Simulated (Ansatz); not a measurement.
**SiH₂ + H₂O: a complex and its separated parts**

The complex below is one end of an elementary step. How strongly is it bound against its free parts?

Method: PBE0-D4/def2-TZVP structures, single points in def2-TZVPP, no counterpoise correction; program: Ansatz 0.2.0, Gaussian basis.

Levels: SPW92, PBE-D4, BLYP-D4, r2SCAN-D4, B97M-V, PBE0-D4, B3LYP-D4, r2SCAN0-D4, BHLYP-D4, CAM-B3LYP-D4, wB97X-V, wB97M-V, B2PLYP, PBE-QIDH, RPA on PBE, Hartree-Fock, MP2, CCSD, CCSD(T).

Correlated methods freeze the cores. B3LYP uses VWN-RPA correlation. B2PLYP carries no dispersion term here.

40 further runs of the same task are left out: 40 set aside as unsound or not needed.

### 1 The starting structure

The complex: 6 atoms, charge 0, spin multiplicity 1.

Atoms are counted from 1 here; the program's logs count them from 0.

Bond lengths: Si1–H4 1.532 Å, Si1–H5 1.523 Å, O2–H3 0.963 Å, O2–H6 0.963 Å. Angles: H4–Si1–H5 92.5°, H3–O2–H6 107.9°.

Coordinates:

```xyz
6
H4OSi
Si   -1.2203    0.1677   -0.0745
O     0.6771   -0.5034   -0.5089
H     0.7223   -1.4599   -0.4083
H    -0.7688    0.3515    1.3778
H    -0.7363    1.5557   -0.4716
H     1.3261   -0.1116    0.0855
```

Its parts: SiH₂ holds atoms 1, 4, 5; H₂O holds atoms 2, 3, 6. Each part counts its atoms afresh in its own runs.

### 2 Relaxing SiH₂ alone

Input file relax-a/in.yaml:

```yaml
crystal:
  periodic: [false, false, false]
  atoms:
    - {symbol: Si, position_ang: [-1.220344, 0.167742, -0.074509]}
    - {symbol: H, position_ang: [-0.768805, 0.351456, 1.377785]}
    - {symbol: H, position_ang: [-0.736296, 1.555669, -0.471592]}
basis:
  gaussian: {orbitals: def2-TZVP}
hamiltonian: {xc: pbe0, dispersion: d4}
relax: {f_tol: 0.005, max_steps: 200}
```

Command:

```sh
$ ansatz run in.yaml --threads 2 --pin off --events-out ev --progress --plain --max-ram 4352MiB
```

The runs that follow: Relaxing H₂O alone; SPW92/def2-TZVPP; PBE-D4/def2-TZVPP; BLYP-D4/def2-TZVPP; r2SCAN-D4/def2-TZVPP; B97M-V/def2-TZVPP; PBE0-D4/def2-TZVPP; B3LYP-D4/def2-TZVPP; r2SCAN0-D4/def2-TZVPP; BHLYP-D4/def2-TZVPP; CAM-B3LYP-D4/def2-TZVPP; wB97X-V/def2-TZVPP; wB97M-V/def2-TZVPP; B2PLYP/def2-TZVPP; PBE-QIDH/def2-TZVPP; RPA on PBE/def2-TZVPP; CCSD(T)/def2-TZVPP; CCSD(T)/def2-QZVPP; Vibrations of SiH₂; Vibrations of H₂O.

Before running it: what results should come out? Wanted: complex less parts, CCSD(T)/def2-TZVPP; with zero-point energy; largest T1 diagnostic.

**Answer**, as computed:

| quantity | value |
| --- | --- |
| complex less parts, CCSD(T)/def2-TZVPP | -0.703 eV |
| with zero-point energy | -0.526 eV |
| largest T1 diagnostic | 0.014 |

At CCSD(T) the complex lies 0.703 eV below its parts. Among the functionals B2PLYP lands nearest to CCSD(T) (-0.022 eV) and SPW92 farthest (-0.482 eV). Mean unsigned error by rung: LDA 0.482, GGA 0.100, meta-GGA 0.161, hybrid 0.117, range-separated hybrid 0.112, double hybrid 0.077 eV. PBE-D4 gives a relative energy 0.173 eV too low, outside chemical accuracy (1 kcal/mol, 0.043 eV). No counterpoise was applied, and triple zeta lacks some correlation, so the CCSD(T) reference has a basis error of its own, and close matches with it are partly luck. The restricted Hartree–Fock reference is unstable towards an unrestricted one at one or more of these structures.
